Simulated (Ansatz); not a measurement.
Cost and result for the atomization energy of `NC(N)N` (11 atoms, 10 bonds).

Cartesian coordinates in Å:
```
N -0.345 1.266 0.453
C -0.429 -0.114 0.017
N -0.008 -0.276 -1.360
N 0.280 -1.010 0.910
H 0.626 1.560 0.490
H -0.816 1.865 -0.217
H -1.487 -0.396 0.060
H -0.041 -1.257 -1.615
H 0.954 0.031 -1.468
H -0.012 -0.839 1.867
H 1.278 -0.830 0.863
```

The species carries charge 0 and has multiplicity 1. Geometry: relaxed with PBE0-D4/def2-TZVP. It is one conformer, not always the lowest. Program: Ansatz. All runs use 2 threads of an AMD EPYC 7B13 on a shared host. Times are those of one run each, without the atoms' runs, and a repeat can differ threefold. Electronic energies, without spin–orbit coupling; frozen cores. CCSD(T)/CBS adds CCSD(T) − MP2 in def2-TZVPP to the MP2 limit, and its time is that of the two runs behind it. T1 = 0.009.

CCSD(T)/CBS is a level of theory with its own doubt, some kJ/mol a heavy atom from the limit and from the frozen cores, so smaller differences don't rank the functionals.

```json
{"level": "revPBE-D4/def2-TZVPP", "functions": "222", "wall time": "2.1 s", "atomization (kcal/mol)": "928.0", "difference from CCSD(T)/CBS": "1.4", "per bond": "0.1"}
{"level": "PBE-D4/def2-TZVPP (with forces)", "functions": "222", "wall time": "2.5 s", "atomization (kcal/mol)": "953.7", "difference from CCSD(T)/CBS": "27.1", "per bond": "2.7"}
{"level": "BHLYP-D4/def2-TZVPP", "functions": "222", "wall time": "2.6 s", "atomization (kcal/mol)": "895.9", "difference from CCSD(T)/CBS": "-30.7", "per bond": "-3.1"}
{"level": "CAM-B3LYP-D4/def2-TZVPP", "functions": "222", "wall time": "2.9 s", "atomization (kcal/mol)": "936.5", "difference from CCSD(T)/CBS": "9.9", "per bond": "1.0"}
{"level": "r2SCANh-D4/def2-TZVPP", "functions": "222", "wall time": "3.9 s", "atomization (kcal/mol)": "912.5", "difference from CCSD(T)/CBS": "-14.1", "per bond": "-1.4"}
{"level": "CCSD(T)/def2-SVP", "functions": "91", "wall time": "4.1 s", "atomization (kcal/mol)": "860.7", "difference from CCSD(T)/CBS": "-65.9", "per bond": "-6.6"}
{"level": "r2SCAN-D4/def2-TZVPP (with forces)", "functions": "222", "wall time": "4.4 s", "atomization (kcal/mol)": "919.4", "difference from CCSD(T)/CBS": "-7.2", "per bond": "-0.7"}
{"level": "B2PLYP/def2-TZVPP", "functions": "222", "wall time": "5 s", "atomization (kcal/mol)": "918.1", "difference from CCSD(T)/CBS": "-8.5", "per bond": "-0.8"}
{"level": "PBE-QIDH/def2-TZVPP", "functions": "222", "wall time": "5.5 s", "atomization (kcal/mol)": "913.3", "difference from CCSD(T)/CBS": "-13.3", "per bond": "-1.3"}
{"level": "B97M-V/def2-TZVPP", "functions": "222", "wall time": "7.5 s", "atomization (kcal/mol)": "923.5", "difference from CCSD(T)/CBS": "-3.1", "per bond": "-0.3"}
{"level": "MP2/def2-QZVPP", "functions": "438", "wall time": "23 s", "atomization (kcal/mol)": "923.3", "difference from CCSD(T)/CBS": "-3.3", "per bond": "-0.3"}
{"level": "CCSD(T)/def2-TZVPP", "functions": "222", "wall time": "94 s", "atomization (kcal/mol)": "895.6", "difference from CCSD(T)/CBS": "-31.0", "per bond": "-3.1"}
{"level": "CCSD(T)/CBS(def2)", "functions": "–", "wall time": "120 s", "atomization (kcal/mol)": "926.6", "difference from CCSD(T)/CBS": "0.0", "per bond": "0.0"}
```

From BLYP to BHLYP (50 % exact exchange), in def2-TZVPP and without D4, the atomization energy moves by −36.0 kcal/mol: exact exchange takes away binding that semilocal exchange gives to molecules. In def2-TZVPP, CCSD(T) changes the Hartree–Fock value by +286.6 kcal/mol (the triples alone add +15.1 kcal/mol) and MP2 by +295.8 kcal/mol; breaking electron pairs costs correlation energy, which Hartree–Fock lacks. The D4 term adds +6.1 kcal/mol with B3LYP and +3.1 kcal/mol with PBE0; it sums over pairs of atoms, weighted by their polarisabilities, and B3LYP, whose exchange is more repulsive, gets the larger term.

B3LYP here is the variant with VWN-RPA as its local correlation; programs differ in this.
